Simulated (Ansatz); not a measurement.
`BNC`, 9 atoms. Charge 0, multiplicity 1. All runs use 4 threads of an Arm Neoverse V2 on a shared host. Correlated methods freeze the cores. Open-shell runs search over several starts.

Question: Give the basis size and wall time and peak host memory of each of these runs in Ansatz. RHF-CCSD(T)/def2-TZVPP energy; RKS r2SCAN-D4/def2-TZVPP energy and forces; UKS B2PLYP (frozen core)/def2-TZVPP energy of the cation; UKS B3LYP-D4/def2-TZVPP energy of the cation; RKS PBE0-D4/def2-SVP energy; RKS PBE0-D4/def2-TZVP relaxation (5 steps); RKS PBE0-D4/def2-QZVPP energy; UKS r2SCAN-D4/def2-TZVPP energy of the cation; direct RPA on PBE orbitals/def2-TZVPP energy; RKS PBE0-D4/def2-TZVP frequencies; UKS PBE0-D4/def2-TZVPP energy of the cation; UKS PBE-D4/def2-TZVPP energy of the cation. (Best estimate.)

Answer: The calculation gave: Other jobs shared the machine, so times are rough.

```csv
level,job,functions,wall time,peak host memory (GiB)
RKS PBE0-D4/def2-SVP,energy,72,0.4 s,0.33
direct RPA on PBE orbitals/def2-TZVPP,energy,177,1.5 s,0.33
RKS r2SCAN-D4/def2-TZVPP,energy and forces,177,1.5 s,0.18
UKS B3LYP-D4/def2-TZVPP,energy of the cation,177,1.9 s,0.34
UKS PBE0-D4/def2-TZVPP,energy of the cation,177,2 s,0.34
RKS PBE0-D4/def2-QZVPP,energy,351,2.2 s,0.87
UKS PBE-D4/def2-TZVPP,energy of the cation,177,3.4 s,0.33
UKS B2PLYP (frozen core)/def2-TZVPP,energy of the cation,177,3.7 s,0.48
UKS r2SCAN-D4/def2-TZVPP,energy of the cation,177,3.9 s,0.34
RKS PBE0-D4/def2-TZVP,relaxation (5 steps),129,4.7 s,0.2
RHF-CCSD(T)/def2-TZVPP,energy,177,10 s,1.7
RKS PBE0-D4/def2-TZVP,frequencies,129,28 s,0.33
```

B3LYP here is the variant with VWN-RPA as its local correlation; programs differ in this.
